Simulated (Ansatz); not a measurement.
C4H6S can be A, `C=C(C)C=S`, or B, `C=CC(C)=S`.

Isolated molecules relaxed with PBE0-D4/def2-TZVP in Ansatz; ΔE leaves out vibrations. CBS: MP2 limit from def2 TZ/QZ plus the TZ coupled-cluster correction, frozen cores. Functionals use def2-TZVPP. B3LYP here is the variant with VWN-RPA as its local correlation; programs differ in this. Each species was taken in one conformer, which may not be the lowest.

(1) Which isomer does CCSD(T)/CBS put lower? Give the gap. (Best estimate.)

(2) Give E(B) − E(A) in kJ/mol with MP2/def2-TZVPP, CCSD(T)/def2-TZVPP, B2PLYP, PBE0-D4, CCSD/def2-TZVPP, B3LYP, B3LYP-D4. (Best estimate.)

Largest T1 diagnostic: 0.017.

Results:

(1) The calculation gave: A, by 5.9 kJ/mol.

(2) Computed: MP2/def2-TZVPP 8.2, CCSD(T)/def2-TZVPP 7.1, B2PLYP 6.8, PBE0-D4 6.4, CCSD/def2-TZVPP 6.9, B3LYP 6.7, B3LYP-D4 6.6. None reverses the order clearly.
